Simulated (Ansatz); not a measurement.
# The cluster Pd₂Au+: structure and electronic state

Aim: characterise the cluster Pd₂Au+ as a singlet: its structure, frontier levels and distribution of charge.

Computed with Ansatz 0.2.0, Gaussian basis. Level: RKS PBE0-D4/def2-TZVP.

Plan: relaxation at PBE-D4/def2-TZVP; a single point at PBE0-D4/def2-TZVP.

2 further runs of the same task are left out: 1 that didn't finish, 1 set aside as unsound or not needed. Runs told in other sessions of the task aren't counted.

## (1) The system as given

3 atoms, charge 1, spin multiplicity 1.

Atoms are counted from 1 here; the program's logs count them from 0.

Bond lengths: Pd1–Pd2 2.466 Å, Pd1–Au3 2.393 Å, Pd2–Au3 2.396 Å. Angles: Pd2–Pd1–Au3 59.1°, Pd1–Pd2–Au3 59.0°, Pd1–Au3–Pd2 62.0°.

Geometry (Å):

```xyz
3
charge 1, multiplicity 1
Pd    1.36759    0.30465    0.15332
Pd   -0.45199   -1.31994   -0.20969
Au   -0.91560    1.01529    0.05637
```

Au, Pd take a core potential in the def2 sets. No spin-orbit coupling is included. The ion is computed in the gas phase, without counter-ions or solvent.

The start is a GFN1-xTB geometry.

## (2) Optimising with PBE-D4/def2-TZVP

The input, in.yaml:

```yaml
crystal:
  periodic: [false, false, false]
  atoms:
    - {symbol: Pd, position_ang: [1.367590, 0.304650, 0.153320]}
    - {symbol: Pd, position_ang: [-0.451990, -1.319940, -0.209690]}
    - {symbol: Au, position_ang: [-0.915600, 1.015290, 0.056370]}
basis:
  gaussian: {orbitals: def2-TZVP}
total_charge: 1
hamiltonian: {xc: pbe, dispersion: d4}
scf: {lower_state_search: "off"}
output: {orbitals: {seedname: orbitals}}
relax: {f_tol: 0.02, max_steps: 100}
```

On the command line:

```console
$ ansatz run in.yaml --threads 4 --pin off --events-out ev --progress --plain --max-ram 3916MiB
```

Further steps of the session: Single point, PBE0-D4/def2-TZVP.

Q: Predict the results of all the runs planned. Wanted: point group; commonest bond; HOMO, LUMO at PBE0-D4/def2-TZVP.

The runs gave:

| quantity | value |
| --- | --- |
| point group | C2v |
| commonest bond | Au–Pd, 2 of mean length 2.557 Å |
| HOMO, LUMO at PBE0-D4/def2-TZVP | -12.31, -10.47 eV |

**Reading.** The molecule keeps its bonding pattern by the stored test; the atoms moved 0.09 Å (rms). No usable vibrations, so a minimum isn't proven. The HOMO lies nearest to Pd1, Pd2 about 33 % each; Au3 33 % and the LUMO to Pd1, Pd2 about 43 % each; Au3 15 %. Whether this spin is the lowest isn't tested here.
